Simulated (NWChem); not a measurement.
# SiH4; SMILES [SiH4]

Computed with NWChem. Pople sets run with spherical d functions. The level has its own optimisation; frequencies are unscaled.

Task: Predict the results for Hartree-Fock/6-31G*. Quantities: r H–Si (Å); highest harmonic frequency (cm⁻¹); lowest (cm⁻¹); zero-point energy (kcal/mol).

Result: 
| Item | Result |
|---|---|
| r H–Si (Å) | 1.475 |
| highest harmonic frequency (cm⁻¹) | 2390 |
| lowest (cm⁻¹) | 1016 |
| zero-point energy (kcal/mol) | 21.0 |
